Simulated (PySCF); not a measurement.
**Basis set benchmark on one molecule**

Molecule: `InChI=1S/C4H9F/c1-4(2)3-5/h4H,3H2,1-2H3`.

Molfile (atoms numbered from 1):
```
C4H9F
     RDKit          3D

 14 13  0  0  0  0  0  0  0  0999 V2000
   -0.3128    1.3620   -0.4115 C   0  0  0  0  0  0  0  0  0  0  0  0
    0.0697    0.1228    0.3905 C   0  0  0  0  0  0  0  0  0  0  0  0
   -1.0640   -0.8959    0.4308 C   0  0  0  0  0  0  0  0  0  0  0  0
    1.3421   -0.5027   -0.1491 C   0  0  0  0  0  0  0  0  0  0  0  0
    1.1580   -0.9298   -1.4455 F   0  0  0  0  0  0  0  0  0  0  0  0
   -0.4977    1.0957   -1.4634 H   0  0  0  0  0  0  0  0  0  0  0  0
    0.4877    2.1183   -0.3925 H   0  0  0  0  0  0  0  0  0  0  0  0
   -1.2266    1.8274   -0.0127 H   0  0  0  0  0  0  0  0  0  0  0  0
    0.3031    0.4320    1.4265 H   0  0  0  0  0  0  0  0  0  0  0  0
   -1.2850   -1.2627   -0.5832 H   0  0  0  0  0  0  0  0  0  0  0  0
   -1.9839   -0.4518    0.8400 H   0  0  0  0  0  0  0  0  0  0  0  0
   -0.8029   -1.7663    1.0531 H   0  0  0  0  0  0  0  0  0  0  0  0
    2.1719    0.2258   -0.1433 H   0  0  0  0  0  0  0  0  0  0  0  0
    1.6396   -1.3748    0.4593 H   0  0  0  0  0  0  0  0  0  0  0  0
  1  2  1  0
  2  3  1  0
  2  4  1  0
  4  5  1  0
  1  6  1  0
  1  7  1  0
  1  8  1  0
  2  9  1  0
  3 10  1  0
  3 11  1  0
  3 12  1  0
  4 13  1  0
  4 14  1  0
M  END
```

Geometry PBE0-D3(BJ)/def2-SVP throughout; GIAO in PySCF, gas phase, one conformer, non-relativistic; equivalent atoms averaged; functional PBE0.

Reference values (measured; G. Saielli, R. Bini, A. Bagno, Computational 19F NMR. 2. Organic compounds, RSC Adv. 2014, ESI (exp. from Berger-Braun-Kalinowski 1994 and Everett 1995)): δ(F5) = -220.3 ppm vs CFCl3. Computed shifts are taken against CFCl3, calculated as an isolated molecule at each level.

How do the basis sets STO-3G, 6-31G, pcSseg-0, 6-31G*, def2-SVP, cc-pVDZ, pcSseg-1, 6-311+G(2d,p), aug-cc-pVDZ, def2-TZVP, IGLO-III, cc-pVTZ, pcSseg-2 perform against the reference? Times are CPU seconds on shared hosts with different chips, so compare them loosely.

Results:


```
    basis set  functions      F5  abs. error F  core-s
       STO-3G         34  -149.0          71.3     2.5
        6-31G         63  -261.5          41.2     4.6
     pcSseg-0         63  -278.5          58.2     3.9
       6-31G*         88  -241.0          20.7     6.2
     def2-SVP        115  -229.4           9.1     8.1
      cc-pVDZ        115  -238.3          18.0     8.1
     pcSseg-1        130  -259.6          39.3      10
6-311+G(2d,p)        189  -259.5          39.2      17
  aug-cc-pVDZ        196  -243.0          22.7      18
    def2-TZVP        209  -255.8          35.5      20
     IGLO-III        265  -260.2          39.9      28
      cc-pVTZ        276  -252.6          32.3      30
     pcSseg-2        306  -258.9          38.6      42
```

For 19F the closest is def2-SVP (9.1 ppm) and the furthest STO-3G (71.3 ppm). Where a smaller basis beats a larger one, errors probably cancel; the largest sets show where the functional converges. One molecule is a small sample, and vibrational and solvent effects are absent from the calculation.

A small basis that lands close on one nucleus may do so by chance; judge by the trend and by all nuclei.
